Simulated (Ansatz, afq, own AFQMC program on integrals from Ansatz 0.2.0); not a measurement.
The Si3–F4 bond of C2H9FGeOSi, singlet, worked out

```yaml
atoms:
  - { symbol: C, position_ang: [-1.9437, 1.6500, -0.2308] }
  - { symbol: O, position_ang: [-0.8284, 0.8002, -0.2602] }
  - { symbol: Si, position_ang: [-0.8095, -0.8176, 0.0660] }
  - { symbol: F, position_ang: [-1.1993, -1.0489, 1.6300] }
  - { symbol: C, position_ang: [0.9143, -1.4129, -0.2276] }
  - { symbol: Ge, position_ang: [2.2998, -0.1003, 0.2521] }
  - { symbol: H, position_ang: [-2.8062, 1.2211, -0.7732] }
  - { symbol: H, position_ang: [-2.2598, 1.8647, 0.8043] }
  - { symbol: H, position_ang: [-1.6766, 2.6017, -0.7140] }
  - { symbol: H, position_ang: [-1.8725, -1.5103, -0.7150] }
  - { symbol: H, position_ang: [1.0455, -1.6708, -1.2913] }
  - { symbol: H, position_ang: [1.0810, -2.3338, 0.3546] }
  - { symbol: H, position_ang: [2.0133, 0.4995, 1.6396] }
  - { symbol: H, position_ang: [3.6671, -0.8135, 0.2931] }
  - { symbol: H, position_ang: [2.3532, 1.0203, -0.7979] }
```

The molecule and both fragments are relaxed with PBE0/def2-SVP; the fragments keep their bonds.

Basis def2-SVP. Only valence electrons are correlated. AFQMC by an in-house program on the Cholesky factors that Ansatz 0.2.0 writes for its CCSD(T) run. The CISD trial takes its coefficients from CCSD amplitudes. Released means that phaseless walkers are propagated on without the constraint, phases kept. Error bars are statistical, one sigma. No spin–orbit coupling.

Total energies in eV. CBS is CCSD(T) at the limit of def2-TZVPP/QZVPP (MP2 extrapolated, CCSD(T) minus MP2 added); the highest rung of each member is named.

Cautions: inner d shell frozen; no relativity below Rb; no spin-orbit coupling; C₂H₉FGeOSi (singlet): the released value is read at 0.90 1/Eh with a noise of 25 meV, more than in the cases checked (meV from the phaseless value at times in 1/Eh: -2 ± 19 at 0.21, -1 ± 25 at 0.42, -29 ± 28 at 0.63, 5 ± 25 at 0.90); C₂H₉GeOSi (doublet): the released value is read at 0.90 1/Eh with a noise of 23 meV, more than in the cases checked (meV from the phaseless value at times in 1/Eh: -37 ± 25 at 0.21, -35 ± 8 at 0.42, -39 ± 9 at 0.63, -54 ± 23 at 0.90).

```csv
member,count,CCSD(T)/def2-SVP,highest rung in def2-SVP,which,CCSD(T)/CBS
"C₂H₉GeOSi, doublet",+1,-68583.3763,-68583.4971 ± 0.0230,released AFQMC,-68607.4869
F (doublet),+1,-2705.7565,-2705.7621,FCI,-2712.1238
"C₂H₉FGeOSi, singlet",-1,-71295.6851,-71295.7652 ± 0.0255,released AFQMC,-71326.7556
```

Work out the best estimate of the bond energy: the CCSD(T)/CBS difference plus the step from CCSD(T) to the highest rung.

Sums with the counts: CCSD(T)/CBS 7.1449 eV, highest rung 6.5060 eV, CCSD(T)/def2-SVP 6.5523 eV. The step is 6.5060 − 6.5523 = -0.0463 eV, so the best estimate is 7.1449 + (-0.0463) = 7.0986 eV = 684.9 kJ/mol, with sampling noise 0.034 eV. The step is under twice that noise, so its sign is open. The basis set is worth 0.593 eV of it. Zero-point, core-correlation and spin–orbit terms aren't in it. Past Ne the Hartree–Fock part of each CBS total tends to overshoot, since the cores don't follow the formula; that largely cancels in the difference.

Best estimates are given only where the step beyond CCSD(T) is under 0.3 eV and no member's determinant is very poor (T1 over 0.05, or 0.07 for open shells, ⟨S²⟩ too high by 0.3, two states mixed), so the hardest cases are missing from such tables.

Each member of a difference takes its own highest rung, so a best estimate needn't equal the limit plus the step of one row. Released energies are given only where the last usable release times agree within the noise; a slower fall can still hide under it.
